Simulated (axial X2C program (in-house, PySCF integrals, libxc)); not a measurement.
## S₂⁻: from the spin-free to the two-component result

Computed with an axial X2C code built on PySCF integrals. Spin-free means the one-electron spin-free X2C Hamiltonian; two-component (2c) means X2C with spin–orbit coupling and atomic mean-field two-electron Coulomb and Gaunt terms, so the difference of the two also holds small scalar two-electron terms. Basis: S dyall-av3z [9s8p3d2f] (cores contracted in-house); Gaussian nuclei, density fitting, unrestricted open shells. Masses: S 31.972 u.

Spin-free state: M_S = 1/2, Λ = 1 (beyond evenly filled blocks: π+α, π+β, π-α); fragments S- + S.

```tsv
level	Re (Å)	ωe (cm⁻¹)	De (eV)
PBE0	2.007	598.9	4.001
HF	1.992	641.9	1.952
MP2	2.016	582.0	3.987
CCSD	2.019	587.3	3.558
CCSD(T)	2.030	566.9	3.744
B3LYP	2.032	560.6	3.821
```

Correlated methods: 13 electrons correlated (number of frozen shells: S 2 s, 1 p), 195 virtual spin orbitals or spinors in MP2, 90 natural virtuals in coupled cluster.

Question: Within this multiplet, which Ω should lie lowest by the rule for regular and inverted multiplets?

Answer: The open π shell holds three electrons, one hole, so the multiplet is inverted: Ω = Λ + 1/2 = 3/2. The PBE0 2c search agrees, though Ω = 1/2 of the search lies only 0.05 eV higher.

Two-component determinant lowest at the distance of the search:

Ω = 3/2 (⟨Sz⟩ = 0.50, ⟨Lz⟩ = 1.00 at HF); fragments S- + S.

```json
{"level": "PBE0", "Re (Å)": "2.008", "ωe (cm⁻¹)": "598.6", "De (eV)": "4.022"}
{"level": "HF", "Re (Å)": "1.993", "ωe (cm⁻¹)": "641.4", "De (eV)": "1.943"}
{"level": "MP2", "Re (Å)": "2.017", "ωe (cm⁻¹)": "581.9", "De (eV)": "3.967"}
{"level": "CCSD", "Re (Å)": "2.019", "ωe (cm⁻¹)": "587.0", "De (eV)": "3.551"}
{"level": "CCSD(T)", "Re (Å)": "2.030", "ωe (cm⁻¹)": "566.7", "De (eV)": "3.726"}
{"level": "B3LYP", "Re (Å)": "2.033", "ωe (cm⁻¹)": "560.3", "De (eV)": "3.842"}
```

Question: From the two tables, how do the constants change at the CCSD(T) level (2c against spin-free)?

Answer: At the CCSD(T) level Re is unchanged within 0.001 Å and ωe doesn't move by more than 0.2 cm⁻¹; De changes by -0.018 eV.

Occupations by symmetry block were frozen at the best pattern of an incomplete PBE0 search. De is counted from the lowest determinant-based energies of the atoms at the same level, without counterpoise correction. Density functionals use the spin component along the axis (collinear). Coupled cluster ran in a truncated set of natural virtual spinors; the MP2 energy of the rest was added. (T) has no such correction and the atoms are truncated less, which lowers De at CCSD(T) by a hundredth of an eV or more. The 2c atoms are single determinants rather than J levels; their spin–orbit lowering is only partly caught, and De is too large by that part. This holds for PBE0, B3LYP. The functionals have no current-density term, which raises determinants with orbital currents, atoms included. The highest occupied level of some functionals is positive through self-interaction error; at Hartree–Fock it is bound. Hartree–Fock gets electron affinities wrong, so its lowest charge split need not be the true one.
